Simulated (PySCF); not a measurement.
# CN at PBE0

Computed with PBE0; basis C def2-TZVPPD, N def2-TZVPPD; no relativity; PySCF 2.14.

| Quantity | Value |
| --- | --- |
| state | ⁶Σ⁺ (sextet), unpaired electrons σ ↑, π ↑↑↑↑, a second solution, started from another occupation |
| bond length | 1.660 Å |
| harmonic wavenumber | 661 cm⁻¹ |
| force constant | 1.66 mdyn/Å |
| rotational constant Be | 0.9468 cm⁻¹ |
| energy of the minimum from ground-state C + N | -0.482 eV |
| bond order (Mayer) | 0.89 |
| dipole moment (positive dipole means C(−)N(+)) | 0.29 D |
